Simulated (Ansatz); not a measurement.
# NH₃ (triplet): the correlation ladder at distance H1–H2 along a hydrogen transfer = 0.745 Å, 6-31G

How much of the correlation energy of NH₃ (triplet) does each wave-function method recover here?

Method: 6-31G, core rule «outside noble gas», up to 1 orbitals frozen; program: Ansatz 0.2.0, Gaussian basis.

To be run: UHF; CCSD(T) on ROHF; CCSD(T) on UHF; BCCD(T) on ROHF; CISD; CCSDT(Q) on ROHF; CCSDT(Q) on UHF; CISDTQ; CCSDTQ on ROHF; CCSDTQ on UHF; CASSCF and MRCISD+Q, 4 electrons in 4 orbitals; CASSCF and NEVPT2, 4 electrons in 4 orbitals; CASSCF and MRCISD+Q, 8 electrons in 7 orbitals; CASSCF and NEVPT2, 8 electrons in 7 orbitals; Full CI.

6 further runs of the same task are left out: 6 that didn't finish.

**1. The geometry**

The geometry derives from fragments relaxed apart (PBE0/def2-TZVP) and kept rigid, so it is no stationary point. A hydrogen atom is moved between rigid fragments.

4 atoms, charge 0, spin multiplicity 3.

Atoms are counted from 1 here; the program's logs count them from 0.

Bond lengths: H1–H2 0.745 Å, N3–H4 1.040 Å.

As a file:

```xyz
4
H3N
H    -2.09747    0.05943    0.00000
H    -1.35247    0.05943    0.00000
N     0.21353    0.05943    0.00000
H     0.48261   -0.94479    0.00000
```

**2. UHF**

The input, in.yaml:

```yaml
crystal:
  periodic: [false, false, false]
  atoms:
    - {symbol: H, position_ang: [-2.097468, 0.059434, 0.000000]}
    - {symbol: H, position_ang: [-1.352468, 0.059434, 0.000000]}
    - {symbol: N, position_ang: [0.213532, 0.059434, 0.000000]}
    - {symbol: H, position_ang: [0.482614, -0.944792, 0.000000]}
basis:
  gaussian: {orbitals: 6-31G}
magnetization: {spin_polarized: true, initial_magnetization: 2}
hamiltonian: {xc: hf}
output: {orbitals: {seedname: orbitals}}
```

The run is started by

```console
ansatz run in.yaml --threads 1 --pin off --events-out ev --progress --plain --max-ram 2393MiB
```

After this run come: CCSD(T) on ROHF; CCSD(T) on UHF; BCCD(T) on ROHF; CISD; CCSDT(Q) on ROHF; CCSDT(Q) on UHF; CISDTQ; CCSDTQ on ROHF; CCSDTQ on UHF; CASSCF and MRCISD+Q, 4 electrons in 4 orbitals; CASSCF and NEVPT2, 4 electrons in 4 orbitals; CASSCF and MRCISD+Q, 8 electrons in 7 orbitals; CASSCF and NEVPT2, 8 electrons in 7 orbitals; Full CI.

Q: Predict the results of all the runs planned. Wanted: FCI below the RHF energy; RMP2 from FCI; UMP2 from FCI; RCCSD from FCI; RCCSD(T) from FCI; UCCSD(T) from FCI; RCCSDT(Q) from FCI; UCCSDT(Q) from FCI; NEVPT2 pair from FCI.

As calculated:

| quantity | value |
| --- | --- |
| FCI below the RHF energy | -2.8067 eV |
| RMP2 from FCI | +614.3 meV |
| UMP2 from FCI | +575.3 meV |
| RCCSD from FCI | +29.9 meV |
| RCCSD(T) from FCI | +8.2 meV |
| UCCSD(T) from FCI | +7.5 meV |
| RCCSDT(Q) from FCI | +0.4 meV |
| UCCSDT(Q) from FCI | -0.6 meV |
| NEVPT2 pair from FCI | +503.3 meV |
| MRCISD+Q pair from FCI | -0.7 meV |
| NEVPT2 valence from FCI | +364.7 meV |
| levels within 1 kcal/mol (43 meV) | RCCSD, UCCSD, RCCSD(T), UCCSD(T), BCCD(T), RCCSDT, UCCSDT, CISDTQ, RCCSDT(Q), UCCSDT(Q), RCCSDTQ, UCCSDTQ, MRCISD+Q pair, MRCISD+Q valence |
| T1 diagnostic | 0.023 |
| effectively unpaired electrons | 2.02 |

RCCSD(T) misses by +8.2 meV, 0.3 % of the correlation energy. One determinant dominates. Of the multireference levels listed MRCISD+Q pair comes nearest in total energy (-0.7 meV), which doesn't show that its space is the better one. These misses are within one basis, not against nature; the frozen cores of restricted and unrestricted runs differ, which can shift their rows.
